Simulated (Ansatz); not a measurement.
# Two structures, one formula

The two ends of one reaction step of SiH4S, singlet (PBE0-D4/def2-TZVP).

A:

Si1  (-0.491, -0.003, 0.194)
S2  (1.277, 0.835, -0.667)
H3  (-0.218, -0.608, 1.522)
H4  (-1.092, -1.035, -0.688)
H5  (-1.422, 1.141, 0.341)
H6  (1.946, -0.330, -0.701)
(Å)

B:

```xyz
6
angstrom
Si -1.2162 -0.4962 0.2925
S 0.9831 0.3955 -0.1068
H 1.4854 0.4478 1.1418
H -1.2438 -0.5664 -1.2357
H -1.6442 0.9705 0.2789
H 1.6356 -0.7512 -0.3706
```

Program: Ansatz 0.2.0. Basis: def2-TZVPP. Cores are frozen in the correlated methods. B3LYP uses VWN-RPA correlation.

(1) Which structure is lower at CCSD(T), and by how much? (Judge from chemistry; the value comes from the calculation.)

No T1 diagnostic of these runs exceeds 0.014.

## Answers

(1) The calculation gives: A, by 2.260 eV (electronic energy, against the other). By their contacts, A is SiH₄S ([SiH3][SH]) and B is SiH₄S ([SiH2][SH2]).

All methods give the same order:

| method | E(B) − E(A) (eV) |
| --- | --- |
| SPW92 | 2.016 |
| PBE-D4 | 2.051 |
| BLYP-D4 | 2.058 |
| r2SCAN-D4 | 2.274 |
| B97M-V | 2.178 |
| PBE0-D4 | 2.196 |
| B3LYP-D4 | 2.184 |
| r2SCAN0-D4 | 2.332 |
| BHLYP-D4 | 2.341 |
| CAM-B3LYP-D4 | 2.279 |
| wB97X-V | 2.340 |
| wB97M-V | 2.197 |
| B2PLYP | 2.284 |
| PBE-QIDH | 2.353 |
| RPA on PBE | 2.178 |
| HF | 2.534 |
| MP2 | 2.390 |
| CCSD | 2.291 |
| CCSD(T) | 2.260 |

Labels in which every atom is bracketed show which atoms are joined, not bond orders.

For scale, one of the runs: CCSD(T)/def2-TZVPP, 140 basis functions, launched by `ansatz run in.yaml --threads 2 --pin off --events-out ev --progress --plain --max-ram 4352MiB`. The run took 6.5 s on 2 CPU threads of an Arm Neoverse V2 (shared host), with 0.69 GiB of host memory at its peak.
